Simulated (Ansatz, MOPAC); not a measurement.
Process, species as SMILES: C1CN1 + 3 [H][H] (H2) -> 2 C (CH4) + N (NH3)

Wanted: energy of full hydrogenation (enthalpy at 298 K), in kcal/mol. Conventions: dispersion terms only where a functional's name holds one; non-relativistic; no spin-orbit coupling; 6-31G* and kin with 6d, 5d where marked. Ab initio and DFT rows: single points at B3LYP-D3(BJ) geometries (Ansatz, a quantum-chemistry and plane-wave program), with unscaled harmonic terms from B3LYP/6-31G* at its own minima. Semi-empirical rows: MOPAC heats of formation at their own minima for 298 K.

```json
[
 {"species": "C1CN1", "coefficient": "-1", "E at B3LYP/6-31G* (Ansatz), Eh": "-133.91925", "E at wB97M-V/def2-TZVPD (Ansatz), Eh": "-133.90773", "H(298 K) - E, kcal/mol": "46.86", "heat of formation at PM6 (MOPAC), kcal/mol": "29.56"},
 {"species": "[H][H] (H2)", "coefficient": "-3", "E at B3LYP/6-31G* (Ansatz), Eh": "-1.17549", "E at wB97M-V/def2-TZVPD (Ansatz), Eh": "-1.16077", "H(298 K) - E, kcal/mol": "8.44", "heat of formation at PM6 (MOPAC), kcal/mol": "-25.73"},
 {"species": "C (CH4)", "coefficient": "+2", "E at B3LYP/6-31G* (Ansatz), Eh": "-40.51834", "E at wB97M-V/def2-TZVPD (Ansatz), Eh": "-40.49098", "H(298 K) - E, kcal/mol": "30.76", "heat of formation at PM6 (MOPAC), kcal/mol": "-12.29"},
 {"species": "N (NH3)", "coefficient": "+1", "E at B3LYP/6-31G* (Ansatz), Eh": "-56.54778", "E at wB97M-V/def2-TZVPD (Ansatz), Eh": "-56.55014", "H(298 K) - E, kcal/mol": "24.05", "heat of formation at PM6 (MOPAC), kcal/mol": "-3.14"}
]
```

Measured values: Active Thermochemical Tables 1.112 (ions: stationary electron), as tabulated in the package chemicals; G2/97 table in ASE (Curtiss et al.); they hold spin-orbit and core effects, anharmonicity.  Value to compare with, the measured value: -76.7 kcal/mol. 1 Eh = 627.5095 kcal/mol.

**Question.** Work the quantity out at each level, and compare with the measured value.

**Answer.** 
- B3LYP/6-31G*: the sum of coefficient times E is -0.13874 Eh, or -87.06 kcal/mol; the thermal terms add 13.39. Result: -73.7 kcal/mol. Its error against the measured value is 3.0 kcal/mol.
- wB97M-V/def2-TZVPD: the sum of coefficient times E is -0.14206 Eh, or -89.14 kcal/mol; the thermal terms add 13.39. Result: -75.8 kcal/mol. Its error against the measured value is 0.9 kcal/mol.
- PM6: the sum of coefficient times heat of formation is 19.91 kcal/mol; it needs no thermal term. Its error against the measured value is 96.6 kcal/mol.
